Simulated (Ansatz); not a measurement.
**triplet ClF at 6 levels**

We compute a comparison of 6 runs (UHF/STO-3G, UB3LYP/6-31G*, U-wB97M-V/cc-pVTZ, UCAM-B3LYP/cc-pVTZ, UPBE0/cc-pVTZ, RPA@PBE/cc-pVTZ) of triplet ClF. 

Program for the calculation: Ansatz 0.2.0.

33 further runs of the same task are left out: 33 set aside as unsound or not needed.

### Step 1. The structure to begin with

The species is ClF (2 atoms), meant as a triplet with charge 0. As SMILES of the parent species, `FCl`. The shape is that of a PBE0-D4/def2-TZVP optimisation. That shape belongs to the parent species and isn't relaxed for this state.

Bond lengths: F1–Cl2 1.620 Å.

### Step 2. A single-point energy at UHF/STO-3G (run 1)

File molecule.yaml:

```yaml
crystal:
  periodic: [false, false, false]
  atoms:
    - {symbol: F, position_ang: [-0.000000, -0.000000, 0.031290]}
    - {symbol: Cl, position_ang: [0.000000, 0.000000, 1.650960]}
basis:
  gaussian: {orbitals: STO-3G}
magnetization: {spin_polarized: true, initial_magnetization: 2}
hamiltonian: {xc: hf}
accuracy: high
output: {orbitals: {seedname: orbitals}}
```

Launch:

```console
$ ansatz run molecule.yaml --threads 1 --pin off --max-ram 3480MiB --events-out events.jsonl --progress --plain --runs-dir runs
```

Log:

```text
Warning: RAYON_NUM_THREADS=1 ignored (pool sized by the plan → 1); use --threads N
Functional definition: HF
  name "HF"
  exchange = exact_x
  correlation = 0
223 factors; integrals over basis functions are off by at most 3.2e-8 eV
mean field evaluation 1: about -15030.5212 eV, gradient 2.0e0 eV
mean field evaluation 2: about -15030.7024 eV, gradient 2.0e0 eV
mean field evaluation 4: about -15030.8522 eV, gradient 1.5e0 eV
mean field evaluation 8: about -15030.9130 eV, gradient 2.7e0 eV
mean field evaluation 16: about -15031.1521 eV, gradient 4.2e-8 eV
mean field evaluation 32: about -15030.6732 eV, gradient 1.5e0 eV
mean field -15031.15212182 eV, -552.3846519959 hartree, gradient 4.2e-8 eV, S^2 2.000000; 1 other end points of the search recorded, 0 dependent functions left out
reference -15031.15212182 eV, -552.3846519959 hartree; 14, 12 occupied and 0, 2 virtual orbitals, 223 factors
Total energy: -15031.15212182 eV, -552.3846519959 hartree
```

Wall time 0.1 s (1 thread of Arm Neoverse V2, shared host).

### Step 3. The energy at UB3LYP/6-31G(d) (spherical functions) (run 2)

File input.yaml:

```yaml
crystal:
  periodic: [false, false, false]
  atoms:
    - symbol: F
      position_ang: [-0.000000, -0.000000, 0.031290]
    - symbol: Cl
      position_ang: [0.000000, 0.000000, 1.650960]
basis:
  gaussian:
    orbitals: 6-31G_st_-spherical.json
magnetization:
  spin_polarized: true
  initial_magnetization: 2
hamiltonian:
  xc: {name: B3LYP}
accuracy: high
output: {orbitals: {seedname: orbitals}}
```

The basis set 6-31G* is read from a file made from the Basis Set Exchange's data (not shown).

Launch:

```console
$ ansatz run input.yaml --threads 1 --pin off --max-ram 3480MiB --events-out events.jsonl --progress --plain --runs-dir runs
```

Log:

```text
Warning: RAYON_NUM_THREADS=1 ignored (pool sized by the plan → 1); use --threads N
Functional definition: B3LYP
  name "B3LYP"
  parameter a0 = 0.2
  parameter ax = 0.72
  parameter ac = 0.81
  exchange = (1 - a0 - ax)*slater_x + ax*b88_x + a0*exact_x
  correlation = (1 - ac)*vwn_rpa_c + ac*lyp_c
553 factors; integrals over basis functions are off by at most 4.1e-9 eV
mean field evaluation 1: about -15232.3979 eV, gradient 1.7e1 eV
mean field evaluation 2: about -15228.1667 eV, gradient 3.9e1 eV
mean field evaluation 4: about -15233.3111 eV, gradient 5.5e-1 eV
mean field evaluation 8: about -15233.4111 eV, gradient 4.8e-2 eV
mean field evaluation 16: about -15233.4111 eV, gradient 2.0e-6 eV
mean field -15233.41113202 eV, -559.8175335247 hartree, gradient 2.8e-8 eV, S^2 2.003821; 0 other end points of the search recorded, 0 dependent functions left out
reference -15233.41115493 eV, -559.8175343666 hartree; 14, 12 occupied and 18, 20 virtual orbitals, 553 factors
Total energy: -15233.41115493 eV, -559.8175343666 hartree
```

Run time: 1.9 s. Hardware: 1 thread of Arm Neoverse V2, shared host; peak memory 0.11 GiB.

Run 3 isn't shown in full; the table further down has it.

### Step 4. The energy at UCAM-B3LYP/cc-pVTZ (run 4)

File molecule.yaml:

```yaml
basis:
  gaussian:
    orbitals: cc-pVTZ
crystal:
  periodic: [false, false, false]
  atoms:
    - {symbol: F, position_ang: [-0.000000, -0.000000, 0.031290]}
    - {symbol: Cl, position_ang: [0.000000, 0.000000, 1.650960]}
magnetization:
  spin_polarized: true
  initial_magnetization: 2
hamiltonian:
  xc: {name: CAM-B3LYP}
accuracy: high
output:
  orbitals: {seedname: orbitals}
```

Launch:

```console
$ ansatz run molecule.yaml --threads 1 --pin off --max-ram 3480MiB --events-out events.jsonl --progress --plain --runs-dir runs
```

Log:

```text
Warning: RAYON_NUM_THREADS=1 ignored (pool sized by the plan → 1); use --threads N
Functional definition: CAM-B3LYP
  name "CAM-B3LYP"
  parameter alpha = 0.19
  parameter beta = 0.46
  parameter omega = 0.33/bohr
[... 1 set-up line as earlier in the session ...]
  exchange = (1 - alpha - beta)*b88_x + beta*b88_x_sr(omega) + alpha*exact_x + beta*exact_x_lr(omega)
  correlation = (1 - ac)*vwn5_c + ac*lyp_c
881 factors; integrals over basis functions are off by at most 4.0e-9 eV
184 factors; integrals over basis functions are off by at most 2.0e-9 eV
mean field evaluation 1: about -15234.3256 eV, gradient 1.8e1 eV
mean field evaluation 2: about -15232.8762 eV, gradient 2.9e1 eV
mean field evaluation 4: about -15235.2601 eV, gradient 4.9e-1 eV
mean field evaluation 8: about -15235.3683 eV, gradient 1.4e-1 eV
mean field evaluation 16: about -15235.3685 eV, gradient 3.0e-5 eV
mean field -15235.36849490 eV, -559.8894652839 hartree, gradient 3.5e-8 eV, S^2 2.006002; 0 other end points of the search recorded, 0 dependent functions left out
reference -15235.36850583 eV, -559.8894656854 hartree; 14, 12 occupied and 50, 52 virtual orbitals, 881 factors
Total energy: -15235.36850583 eV, -559.8894656854 hartree
```

It took 3.9 s on 1 thread of Arm Neoverse V2, shared host; peak memory 0.16 GiB.

Run 5 isn't shown in full; the table further down has it.

### Step 5. A single-point energy at RPA@PBE/cc-pVTZ (run 6)

File run.yaml:

```yaml
basis:
  gaussian:
    orbitals: cc-pVTZ
crystal:
  periodic: [false, false, false]
  atoms:
    - symbol: F
      position_ang: [-0.000000, -0.000000, 0.031290]
    - symbol: Cl
      position_ang: [0.000000, 0.000000, 1.650960]
magnetization:
  spin_polarized: true
  initial_magnetization: 2
hamiltonian:
  xc: pbe
correlation:
  method: rpa
  frozen_orbitals: {Cl: 5, F: 1}
accuracy: high
```

Launch:

```console
$ ansatz run run.yaml --threads 1 --pin off --max-ram 3480MiB --events-out events.jsonl --progress --plain --runs-dir runs
```

Log (excerpt; [...] marks lines left out):

```text
Warning: RAYON_NUM_THREADS=1 ignored (pool sized by the plan → 1); use --threads N
Functional definition: PBE
  name "PBE"
[...]
881 factors; integrals over basis functions are off by at most 4.0e-9 eV
[...]
mean field -15228.19143487 eV, -559.6257131926 hartree, gradient 2.4e-8 eV, S^2 2.002883; 2 other end points of the search recorded, 0 dependent functions left out
6 core orbitals not correlated: weight in the atoms' cores, before any rotation towards them, 1.000 or more for the frozen orbitals, at most 0.000 for the correlated occupied ones
reference -15204.52490752 eV, -558.7559843544 hartree; 8, 6 occupied and 50, 52 virtual orbitals, 881 factors
Total energy: -15223.41249853 eV, -559.4500905213 hartree
```

Wall time 4.8 s (1 thread of Arm Neoverse V2, shared host); peak memory 0.19 GiB.

### Step 6. All runs side by side

| run | level | frozen core orbitals | energy (Eh) | HOMO energy (eV) | LUMO energy (eV) | ⟨S²⟩ | wall time |
| --- | --- | --- | --- | --- | --- | --- | --- |
| 1 | UHF/STO-3G | – | -552.384652 | -7.06 | 4.94 | 2.000 | 0.1 s |
| 2 | UB3LYP/6-31G* (spherical functions) | – | -559.817534 | -5.52 | – | 2.004 | 1.9 s |
| 3 | U-wB97M-V/cc-pVTZ | – | -559.844011 | -8.30 | -3.70 | 2.005 | 23 s |
| 4 | UCAM-B3LYP/cc-pVTZ | – | -559.889466 | -7.58 | -4.76 | 2.006 | 3.9 s |
| 5 | UPBE0/cc-pVTZ | – | -559.652203 | -6.17 | -5.94 | 2.006 | 3.9 s |
| 6 | RPA@PBE/cc-pVTZ | 6 | -559.450091 | – | – | 2.003 | 4.8 s |

### Step 7. Summary of results

| quantity | value |
| --- | --- |
| run 6: total energy | -559.45009 Eh |
| run 6: RPA correlation energy (valence) | -694.1 mEh |
| run 6: ⟨S²⟩ of the reference determinant | 2.003 |

What this shows: Totals of different functionals can't be ranked against each other. In run 1 the basis is minimal, so the values are rough. All runs together took 37 s, the longest 23 s.
